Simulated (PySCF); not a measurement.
Stretching BP

Set-up: basis B x2c-TZVPPall, P x2c-TZVPPall; spin-free X2C with a Gaussian nucleus; PySCF 2.14. Energies in eV from B + P in their ground configurations at the same level. State: ³Π (triplet), unpaired electrons σ ↑, π ↑.

All columns are M06. A positive dipole means B(−)P(+).

| R (Å) | E (eV) | μ (D) | Mulliken charge on B (basis-dependent) | HOMO (eV) | LUMO (eV) | Mayer bond order | ⟨S²⟩ |
| --- | --- | --- | --- | --- | --- | --- | --- |
| 1.497 | -2.389 | 0.19 | -0.02 | -7.14 | -4.93 | 2.27 | 2.01 |
| 1.567 | -3.062 | 0.09 | 0.04 | -7.20 | -4.78 | 2.24 | 2.01 |
| 1.637 | -3.435 | -0.01 | 0.08 | -7.00 | -4.64 | 2.21 | 2.01 |
| 1.689 | -3.566 | -0.09 | 0.10 | -6.87 | -4.55 | 2.20 | 2.01 |
| 1.741 | -3.599 | -0.15 | 0.11 | -6.75 | -4.47 | 2.18 | 2.01 |
| 1.793 | -3.557 | -0.21 | 0.12 | -6.64 | -4.39 | 2.17 | 2.01 |
| 1.863 | -3.416 | -0.29 | 0.12 | -6.51 | -4.31 | 2.14 | 2.01 |
| 1.950 | -3.149 | -0.36 | 0.11 | -6.36 | -4.21 | 2.08 | 2.01 |
| 2.054 | -2.760 | -0.45 | 0.10 | -6.20 | -4.08 | 1.99 | 2.01 |
| 2.194 | -2.209 | -0.61 | 0.10 | -5.98 | -4.10 | 1.85 | 2.01 |

A fit through these points gives, at Re = 1.736 Å, μ = -0.15 D and dμ/dR = -1.25 D/Å; the reduced mass is 8.122 u.

Problem. How strong is the fundamental in the double-harmonic approximation, I = 42.26·(dμ/dR)²/μred km/mol?

Solution. I = 42.26·(-1.25)²/8.122 = 8.13 km/mol at M06.

The state is the lowest determinant that a PBE0 search found; another state may lie lower at other levels.
